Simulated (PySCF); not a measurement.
**C5H8N: g tensor and hyperfine couplings**

Species: C5H8N (doublet state).
Z-matrix (Å and degrees, GFN2-xTB geometry), rows numbered from 1:
```
C 
N   1  1.4297
C   2  1.3750  1  124.72
C   3  1.3848  2  109.73  1   160.14
C   4  1.3744  3  109.22  2    -3.11
C   2  1.4456  1  120.72  3   151.76
H   1  1.0998  2  112.25  3   -85.04
H   1  1.0921  2  109.54  3   154.80
H   1  1.0890  2  109.58  3    35.55
H   3  1.0720  2  120.70  1   -22.96
H   4  1.0738  3  124.79  2   176.72
H   5  1.0708  4  128.32  3  -179.74
H   6  1.1060  2  111.16  1   -40.49
H   6  1.1024  2  110.24  1    77.47
```

As a line formula: `CN1C=C[CH]C1` [radical].

Computed, not measured: UKS B3LYP, pcH-1 on C H N, non-relativistic, mean-field spin-orbit, GIAO in PySCF 2.14.0. Isolated species at its GFN2-xTB geometry, gas phase. The geometry wasn't refined by DFT: couplings that depend on bond lengths, twists or pyramidal angles can differ widely from those at the functional's own minimum. Stability of the SCF solution: not tested.

```json
{
  "g1, g2, g3": "2.00214, 2.00289, 2.00349",
  "g_iso": "2.00284",
  "Form of g": "rhombic: the two nearest values differ by 45 % of g3 − g1",
  "⟨S²⟩": "0.7670 (exact 0.7500)",
  "α and β electrons": "23, 22",
  "HOMO–LUMO gap, α and β orbitals": "4.68, 5.21 eV"
}
```

Isotropic coupling and dipolar principal values T1 to T3, in mT; ρ(0) is the spin density at the nucleus (MHz turned into mT with g_iso):

```csv
atom,isotope,a_iso,T1,T2,T3,Mulliken spin population,ρ(0) (bohr⁻³)
C1,13C,0.11,-0.05,-0.03,0.08,-0.01,0.0027
N2,14N,0.42,-0.37,-0.36,0.73,0.15,0.0366
C3,13C,1.24,-1.39,-1.34,2.73,0.47,0.0309
C4,13C,-1.28,-0.68,0.31,0.37,-0.18,-0.0318
C5,13C,1.68,-1.57,-1.49,3.06,0.54,0.0419
C6,13C,-1.10,-0.06,0.02,0.04,-0.07,-0.0274
H7,1H,0.72,-0.09,-0.06,0.15,0.02,0.0045
H8,1H,0.14,-0.09,-0.08,0.16,0.00,0.0009
H9,1H,0.11,-0.09,-0.08,0.17,0.00,0.0007
H10,1H,-1.17,-0.70,0.00,0.70,-0.02,-0.0073
H11,1H,0.24,-0.14,0.01,0.14,0.01,0.0015
H12,1H,-1.29,-0.77,0.00,0.77,-0.02,-0.0081
H13,1H,4.73,-0.11,-0.02,0.13,0.07,0.0297
H14,1H,4.30,-0.12,-0.02,0.14,0.05,0.0270
```

The Mulliken spin populations are largest on C5 (+0.54), C3 (+0.47), C4 (-0.18) and N2 (+0.15). The positive populations add up to 1.31 and the negative ones to -0.31, together 2S = 1. The angles at C5 add up to 360.0°, so it is planar.

The SMILES `CN1C=C[CH]C1` draws the unpaired electron on C5, whose computed spin population is only +0.54.

Axes: g2 points within 15° of the N2–C3 bond and g3 points within 7° of the C3–C4 bond.

Under fast tumbling the dipolar parts average out, and these isotropic splittings remain: 2 × 1H (H13/H14, I = 1/2, 3 lines) with 4.51 mT, 1 × 1H (H12, I = 1/2, 2 lines) with 1.29 mT, 1 × 1H (H10, I = 1/2, 2 lines) with 1.17 mT, 1 × 14N (N2, I = 1, 3 lines) with 0.42 mT, 3 × 1H (H7/H8/H9, I = 1/2, 4 lines) with 0.33 mT and 1 × 1H (H11, I = 1/2, 2 lines) with 0.24 mT.

Class means assume fast exchange of nuclei equivalent by connectivity; if that motion is slow, each nucleus keeps its own coupling. The three 1H nuclei of mean +9.2 MHz run from 3.1 to 20.3 MHz in the frozen geometry.

The 13C coupling of C5 (47.1 MHz) shows only in satellite lines or after enrichment, since that isotope makes up about 1.07 % of natural carbon.

Examples of negative spin density at the nucleus (bohr⁻³): C4 (-0.0318), C6 (-0.0274) and H12 (-0.0081).
